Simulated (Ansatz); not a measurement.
For rock-salt CdO, PBE (plane waves, PAW; Ansatz, an electronic-structure program) gives:

| Item | Value |
|---|---|
| lattice constant a | 4.768 Å |
| bulk modulus B0 | 126 GPa |
| cohesive energy | 2.94 eV/atom |

**Question.** What does LC-ωPBE (Ansatz, PAW) give for the same quantities?

**Answer.** 
- lattice constant a: 4.671 Å (decreases by 2.0 %)
- bulk modulus: 163 GPa (rises by 29 %)
- cohesive energy: 3.20 eV/atom (grows by 0.26 eV/atom)

For comparison: lattice constant a 4.696 Å (measured, temperature not stated, no zero-point or thermal correction; as tabulated in Gopal et al. (2015), doi:10.1103/physrevb.91.245202); bulk modulus 147 GPa (measured, temperature not stated, no zero-point or thermal correction; as tabulated in Gopal et al. (2015), doi:10.1103/physrevb.91.245202); cohesive energy 3.23 ± 0.03 eV/atom (worked out here from tabulated enthalpies at 298 K, copied from a table, unchecked, brought to a static lattice with a Debye model, atoms in their spin–orbit ground levels; inputs from the CRC Handbook).

Changes are worked out from the printed values.

Unless a cell is named, each level is at its own relaxed cell (PBE 13.55, LC-ωPBE 12.74 Å³/atom).

Ansatz's density-functional and Hartree–Fock values are scalar-relativistic unless marked +SOC, with PAW data made under PBE.
